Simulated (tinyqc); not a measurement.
Worked calculation: geometry optimisation on the RHF/sto-3g surface (energies and gradients from PySCF), for CH2, spin multiplicity 1. Computed by tinyqc, a small Python program that keeps every step (integrals from PySCF). Settings: charge = 0, multiplicity = 1, basis = sto-3g, optimiser = sd, first Hessian = 0.15, largest step = 0.5, iteration cap = 30. Command: `OMP_NUM_THREADS=1 python tinyqc.py 28588 28589 out.jsonl` (the two numbers bound the seeds that draw the settings). One thread of a shared host (Intel(R) Xeon(R) Processor @ 2.60GHz), about 2 s of CPU time with the checks.

## Step 1: energy and gradient

positions at the start (bohr):
```
,x,y,z
1C,-0.047243,-0.041574,-0.026456
2H,0.126612,1.833034,1.118718
3H,-0.034015,-1.955867,1.099821
```

Self-consistent energy and analytic gradient at these positions.

energy = -38.35674082 hartree

gradient (hartree/bohr):
```
,x,y,z
1C,0.00124718,0.00489371,0.01253662
2H,0.00145822,0.04966318,-0.00754095
3H,-0.00270540,-0.05455689,-0.00499567
```

## Step 1: move

Steepest descent, p = -g / 0.15; steps longer than 0.5 bohr are cut back (factor 0.992 here).

positions after step 1 (bohr):
```
,x,y,z
1C,-0.055491,-0.073936,-0.109360
2H,0.116969,1.504616,1.168585
3H,-0.016125,-1.595087,1.132857
```

## Step 2: energy and gradient

As before.

energy = -38.36510880 hartree

gradient (hartree/bohr):
```
,x,y,z
1C,0.00443959,-0.03305684,0.07012724
2H,-0.00300150,-0.02894064,-0.02150026
3H,-0.00143809,0.06199748,-0.04862698
```

## Step 2: move

Steepest descent, p = -g / 0.15; steps longer than 0.5 bohr are cut back (factor 0.644 here).

positions after step 2 (bohr):
```
,x,y,z
1C,-0.074561,0.068058,-0.410588
2H,0.129861,1.628929,1.260939
3H,-0.009947,-1.861394,1.341731
```

## Convergence

Stop when the largest gradient component is below 3e-5 hartree/bohr.

Course of the optimisation:
```
step,E (hartree),largest gradient (hartree/bohr)
1,-38.35674082,5.46e-02
2,-38.36510880,7.01e-02
3,-38.33183831,1.31e-01
4,-38.36534961,7.61e-02
5,-38.33173304,1.39e-01
6,-38.36523739,7.73e-02
7,-38.33165099,1.44e-01
8,-38.36522850,7.73e-02
9,-38.33165131,1.44e-01
10,-38.36522850,7.73e-02
11,-38.33165131,1.44e-01
12,-38.36522850,7.73e-02
13,-38.33165131,1.44e-01
14,-38.36522850,7.73e-02
15,-38.33165131,1.44e-01
16,-38.36522850,7.73e-02
17,-38.33165131,1.44e-01
18,-38.36522850,7.73e-02
19,-38.33165131,1.44e-01
20,-38.36522850,7.73e-02
21,-38.33165131,1.44e-01
22,-38.36522850,7.73e-02
23,-38.33165131,1.44e-01
24,-38.36522850,7.73e-02
25,-38.33165131,1.44e-01
26,-38.36522850,7.73e-02
27,-38.33165131,1.44e-01
28,-38.36522850,7.73e-02
29,-38.33165131,1.44e-01
30,-38.36522850,7.73e-02
```

Distances after the last move, whose energy is not in the table (angstrom):
```
pair,distance
2H-1C,1.312776
3H-1C,1.312776
3H-2H,1.883750
```

Not converged within 30 steps: the energy rises at some steps, so steps overshoot. Reruns: method bfgs, first Hessian 0.6, largest step 0.3: converged in 7 (E = -38.37230).
